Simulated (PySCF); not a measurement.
## LiH and its ions

PBE0; basis Li def2-SVPD, H def2-SVPD; no relativity; PySCF 2.14. Neutral (UKS): singlet (closed shell), Re = 1.599 Å, ωe = 1429 cm⁻¹, De = 2.32 eV, HOMO -5.37 eV, LUMO -1.06 eV.

LiH⁺ (UKS): doublet (σ ↑), Re = 2.245 Å, ωe = 386 cm⁻¹, De = 0.14 eV to Li⁺ + H. The energies at the minima are -8.04490 hartree for LiH and -7.76372 for LiH⁺.

**Question.** Work out the adiabatic ionisation energy, without and with harmonic zero-point energies (1 hartree = 27.2114 eV, 1 eV = 8065.5 cm⁻¹), and the change of the bond length.

**Answer.** At PBE0: 0.28118 hartree = 7.651 eV between the minima; the zero-point term (386.0 − 1429.0)/2 cm⁻¹ = -0.065 eV makes it 7.587 eV. Re changes by +64.6 pm against the neutral. Minus the HOMO energy is 5.37 eV, -2.28 eV from the value between the minima; self-interaction puts the Kohn–Sham level too high, less so with exact exchange. The electron leaves a σ orbital, and the ion is left as a loose complex of an ion and an atom.

Weak bonds: LiH⁺. Basis-set superposition, not corrected here, can be much of De in a small basis, most of all at correlated wavefunction levels. For an ion De counts to the pair picked by the measured ionisation energies or electron affinities, which need not be the lowest pair at this level. States were picked by a PBE0 search and need not be the measured ground states.
